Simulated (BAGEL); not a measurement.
**A workflow on HCl (hydrogen chloride)**

We compute a single-point energy (HF/def2-TZVP), then the energy (NEVPT2(2,2)/def2-TZVP), then the energy (CASPT2(2,2)/def2-TZVP) of HCl (hydrogen chloride). 

Program for the calculation: BAGEL 1.2.2.

## 1. The structure to begin with

HCl: 2 atoms, total charge 0, spin state singlet. As SMILES, `Cl`. The Cl1–H2 distance was set to 2.430 Å, away from the relaxed value.

## 2. A single-point energy at HF/def2-TZVP (density fitting with svp-jkfit) (run 1)

The input, input.json:

```json
{ "bagel": [

{
  "title": "molecule",
  "basis": "def2-tzvp.json",
  "df_basis": "svp-jkfit",
  "angstrom": true,
  "geometry": [
    { "atom": "Cl", "xyz": [       1.528797,      -0.499799,       0.786238 ] },
    { "atom": "H", "xyz": [      -0.546000,       0.178500,      -0.280800 ] }
  ]
},

{ "title": "hf", "charge": 0 },

{ "title": "print", "file": "orbitals.molden", "orbitals": true }

]}
```

The basis set def2-TZVP is read from a file made from the Basis Set Exchange's data (not shown).

Run with:

```sh
$ BAGEL_NUM_THREADS=1 BAGEL input.json > input.out
```

Standard output:

```text
* using 1 threads per process

  ===============================================================
  ===============================================================

  *** Geometry ***

  { "atom" : "Cl", "xyz" : [      2.889008,     -0.944483,      1.485774 ] },
  { "atom" : "H", "xyz" : [     -1.031790,      0.337316,     -0.530635 ] },

  Number of auxiliary basis functions:      146

  Since a DF basis is specified, we compute 2- and 3-index integrals:
    o Being stored without compression. Storage requirement is 0.002 GB

  Number of basis functions:       43
  Number of electrons      :       18

    * METHOD: MOLECULE                             0.02

  *** RHF ***

  === Nuclear Repulsion ===
     3.7025198518

      * DIIS with orbital gradients will be used.

  === RHF iteration (def2-tzvp.json) ===
      0       -459.79143598          0.02096064           0.00
      1       -459.84250191          0.02012985           0.00
      2       -459.90464354          0.00215540           0.00
      3       -459.90625215          0.00070147           0.00
      4       -459.90639089          0.00013894           0.00
      5       -459.90639432          0.00003257           0.00
      6       -459.90639455          0.00000860           0.00
      7       -459.90639456          0.00000197           0.00
      8       -459.90639456          0.00000032           0.00
      9       -459.90639456          0.00000003           0.00
     10       -459.90639456          0.00000001           0.00
    * SCF iteration converged.

    * Permanent dipole moment:
           (    0.890800,    -0.291223,     0.458125) a.u.

    * METHOD: HF                                   0.05

    * METHOD: PRINT                                0.00

  ===============================================================
```

It took 0.2 s on 1 thread of Arm Neoverse V2, shared host.

## 3. A single-point energy at NEVPT2(2,2)/def2-TZVP (density fitting with svp-jkfit) (run 2)

The input, input.json:

```json
{ "bagel" : [

{
  "title" : "molecule",
  "basis" : "def2-tzvp.json",
  "df_basis" : "svp-jkfit",
  "angstrom" : "true",
  "geometry" : [
    { "atom" : "Cl", "xyz" : [       1.528797,      -0.499799,       0.786238 ] },
    { "atom" : "H", "xyz" : [      -0.546000,       0.178500,      -0.280800 ] }
  ]
},

{ "title" : "hf" },

{ "title" : "nevpt2", "nstate" : 1, "nact" : 2, "nclosed" : 8, "active" : [9, 10], "maxiter" : 200, "natocc" : "true", "ncore" : 5 },

{ "title" : "print", "file" : "orbitals.molden", "orbitals" : "true" }

]}
```

The basis set def2-TZVP is read from a file made from the Basis Set Exchange's data (not shown).

Run with:

```sh
$ BAGEL_NUM_THREADS=1 BAGEL input.json > input.out
```

Standard output:

```text
* using 1 threads per process

  ===============================================================
  ===============================================================

  *** Geometry ***

  { "atom" : "Cl", "xyz" : [      2.889008,     -0.944483,      1.485774 ] },
  { "atom" : "H", "xyz" : [     -1.031790,      0.337316,     -0.530635 ] },

  Number of auxiliary basis functions:      146

  Since a DF basis is specified, we compute 2- and 3-index integrals:
    o Being stored without compression. Storage requirement is 0.002 GB

[... 18 lines left out ...]
    * SCF iteration converged.
[... 1 line left out ...]
    * Permanent dipole moment:
[... 28 lines left out ...]
    * Second-order optimization converged. *
[... 9 lines left out ...]
     * ci vector, state   0, <S^2> = 0.0000
       2.     0.8863232817
       .2    -0.4630669934

  === DF-NEVPT2 calculation ===

    * 3-index integral transformation done
    * assembly done

      NEVPT2 correlation energy:   -0.1667881421      0.01

          (+0)     -0.1026402468
          (+0)'    -0.0131917637
          (+1)     -0.0120899671
          (+1)'    -0.0000000000
          (+2)     -0.0002372213
          (-1)     -0.0372158130
          (-1)'     0.0000000000
          (-2)     -0.0014131301

      NEVPT2 total energy:       -460.1567221229

    * METHOD: NEVPT2                               0.11

    * METHOD: PRINT                                0.00

  ===============================================================
```

It took 0.3 s on 1 thread of Arm Neoverse V2, shared host.

## 4. A single-point energy at CASPT2(2,2)/def2-TZVP (density fitting with svp-jkfit) (run 3)

The input, input.json:

```json
{ "bagel" : [

{
  "title" : "molecule",
  "basis" : "def2-tzvp.json",
  "df_basis" : "svp-jkfit",
  "angstrom" : true,
  "geometry" : [
    { "atom" : "Cl", "xyz" : [    1.528797,   -0.499799,    0.786238 ] },
    { "atom" : "H", "xyz" : [   -0.546000,    0.178500,   -0.280800 ] }
  ]
},
{
  "title" : "hf"
},
{
  "title" : "casscf",
  "nstate" : 1,
  "nact" : 2,
  "nclosed" : 8,
  "active" : [9, 10],
  "maxiter" : 200,
  "natocc" : true
},
{
  "title" : "print",
  "file" : "orbitals.molden",
  "orbitals" : true
},
{
  "title" : "smith",
  "method" : "caspt2",
  "ms" : true,
  "xms" : true,
  "sssr" : true,
  "shift" : 0.2,
  "shift_imag" : true,
  "ncore" : 5
}

]}
```

The basis set def2-TZVP is read from a file made from the Basis Set Exchange's data (not shown).

Run with:

```sh
$ BAGEL_NUM_THREADS=1 BAGEL input.json > input.out
```

Standard output:

```text
* using 1 threads per process

  ===============================================================
  ===============================================================

  *** Geometry ***

  { "atom" : "Cl", "xyz" : [      2.889008,     -0.944483,      1.485774 ] },
  { "atom" : "H", "xyz" : [     -1.031790,      0.337316,     -0.530635 ] },

  Number of auxiliary basis functions:      146

  Since a DF basis is specified, we compute 2- and 3-index integrals:
    o Being stored without compression. Storage requirement is 0.002 GB

[... 20 lines left out ...]
    * Permanent dipole moment:
[... 37 lines left out ...]
     * ci vector, state   0, <S^2> = 0.0000
[... 21 lines left out ...]
       #      aibj      arbs      arbi      airj      risj      airs      arst      rist         Etot      error   time
[... 7 lines left out ...]
      ------------------------------------------------------------------------------------------------------------------

    * CASPT2 energy : state  0     -460.1614555596
        w/o shift correction       -460.1603160799
        reference weight              0.9393672665

    * METHOD: SMITH                                0.04

  ===============================================================
```

Wall time 0.34 s (1 thread of Arm Neoverse V2, shared host).

## 5. Outcome

| quantity | value |
| --- | --- |
| run 1, HF/def2-TZVP: total energy | -459.90639 Eh |
| run 1, HF/def2-TZVP: dipole moment | 2.65 D |
| run 1, HF/def2-TZVP: HOMO energy | -11.90 eV |
| run 1, HF/def2-TZVP: LUMO energy | -2.82 eV |
| run 1, HF/def2-TZVP: HOMO–LUMO gap | 9.08 eV |
| run 2, NEVPT2(2,2)/def2-TZVP: total energy | -460.15672 Eh |
| run 3, CASPT2(2,2)/def2-TZVP: total energy | -460.16146 Eh |

In words: One bond (run 1, HF/def2-TZVP) is far stretched, which a spin-restricted single reference describes badly; a broken-symmetry solution may lie lower.
